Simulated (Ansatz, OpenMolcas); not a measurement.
## Worked example: the enthalpy of formation of C2H3N (acetonitrile)

C2H3N has 6 atoms, charge 0, and is taken as a singlet. SMILES: `CC#N`. The shape is that of a PBE0-D4/def2-TZVP optimisation.

```csv
atom,x (Å),y (Å),z (Å)
C,-0.2809,0.3353,-0.2143
C,0.5549,-0.6622,0.4233
N,1.2176,-1.4532,0.9287
H,0.1161,0.5828,-1.1998
H,-1.2970,-0.0449,-0.3292
H,-0.3107,1.2423,0.3913
```

Total energies at SVWN5/def2-TZVP (OpenMolcas 26.06); the atoms run unrestricted:

```tsv
species	state	energy (Eh)
C2H3N	singlet	-131.626008
C	triplet	-37.467389
N	quartet	-54.132858
H	doublet	-0.478344
```

Harmonic wavenumbers at PBE0-D4/def2-TZVP, in cm⁻¹: 390, 390, 951, 1053, 1053, 1401, 1464, 1464, 2393, 3070, 3151, 3151.

Measured heats of formation of the gaseous atoms at 298.15 K, in kJ/mol: C 716.9, N 472.4, H 218.0. Take 1 Eh = 2625.50 kJ/mol, 1 cm⁻¹ = 0.0119627 kJ/mol, RT = 2.479 kJ/mol.

Question: Work out the heat of formation of the gas at 298 K.

Answer: 
1. Electronic atomisation energy: 2 × (-37.467389) + (-54.132858) + 3 × (-0.478344) − (-131.626008) = 1.123340 Eh = 2949.3 kJ/mol.
2. Zero-point energy: half the sum of the wavenumbers, 9965.5 cm⁻¹ = 119.2 kJ/mol.
3. Thermal vibrational enthalpy, Σ hcν̃/(exp(hcν̃/kT) − 1): 2.0 kJ/mol. Translation, rotation and pV of a non-linear molecule: 4 RT = 9.9 kJ/mol.
4. The 6 free atoms carry 5/2 RT each: 37.2 kJ/mol.
5. Atomisation enthalpy at 298 K: 2949.3 − 119.2 − 2.0 − 9.9 + 37.2 = 2855.4 kJ/mol.
6. Sum of the atoms' heats of formation: 2560.2 kJ/mol. Heat of formation: 2560.2 − 2855.4 = -295.2 kJ/mol.

The tabulated value is +74.0 kJ/mol (CRC Handbook of Chemistry and Physics), so this level is off by -369.2 kJ/mol, or 14.9 % of the atomisation enthalpy. The LDA overbinds, which puts heats of formation too low. Anharmonicity and any spin-orbit splitting of the molecule are left out.
